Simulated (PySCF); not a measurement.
**He: ionisation energy**

He 1s2 (1S) → He⁺ 1s1 (2S), as a difference of total energies. Computed with PySCF 2.14 in x2c-QZVPPall with one added diffuse shell each of s, p, d type (5s4p3d1f, 39 functions), with the spin-free X2C one-electron Hamiltonian (Gaussian nucleus). Correlated levels: valence: nothing frozen. The calculations carry no spin-orbit coupling.

```json
{"method": "UHF", "ionisation energy (eV)": "23.450", "error (eV)": "-1.137"}
{"method": "LDA", "ionisation energy (eV)": "24.305", "error (eV)": "-0.282"}
{"method": "PBE", "ionisation energy (eV)": "24.469", "error (eV)": "-0.118"}
{"method": "PBE0", "ionisation energy (eV)": "24.450", "error (eV)": "-0.137"}
{"method": "r2SCAN", "ionisation energy (eV)": "24.623", "error (eV)": "+0.036"}
{"method": "LC-wPBE", "ionisation energy (eV)": "24.640", "error (eV)": "+0.053"}
{"method": "TPSS", "ionisation energy (eV)": "24.749", "error (eV)": "+0.162"}
{"method": "BLYP", "ionisation energy (eV)": "24.816", "error (eV)": "+0.229"}
{"method": "HSE06", "ionisation energy (eV)": "24.468", "error (eV)": "-0.119"}
{"method": "MP2 (valence)", "ionisation energy (eV)": "24.418", "error (eV)": "-0.169"}
{"method": "SCS-MP2 (valence)", "ionisation energy (eV)": "24.611", "error (eV)": "+0.024"}
```

Reference: 24.587 eV (measured; NIST Atomic Spectra Database, ionization energies).

Errors of the correlated levels include the incompleteness of this basis.
